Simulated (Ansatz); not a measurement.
The reference is GaAs in the zinc blende structure (space group F-43m, No. 216; a = 5.746 Å).

Computed with PBE in Ansatz (plane waves to 420 eV, PAW, scalar-relativistic without spin-orbit coupling).

```tsv
level	band gap	lattice parameter a
PBE	0.16 eV	5.746 Å
```

**Question.** What does experiment give, and how far off is each level?

**Answer.** Measured: band gap 1.57 eV (static lattice; corrected from measurement; as listed in Wei Chen et al., Physical Review Materials (2018)); lattice parameter a 5.64 Å (static lattice; corrected from measurement; as listed in Daniel Mejia-Rodriguez, S. B. Trickey, Phys. Rev. B (2018)). Computed minus measured — band gap: PBE -1.41 eV; lattice parameter a: PBE +1.9 %. A measured gap can be an optical one, lowered by exciton binding. Levels without spin-orbit coupling miss its lowering of the gap, often about a third of the valence-band splitting.

Stability against distortions was not tested. A zero or small gap of GaAs can be the functional's error rather than a property of the material.

Ansatz is a quantum-chemistry and plane-wave program.
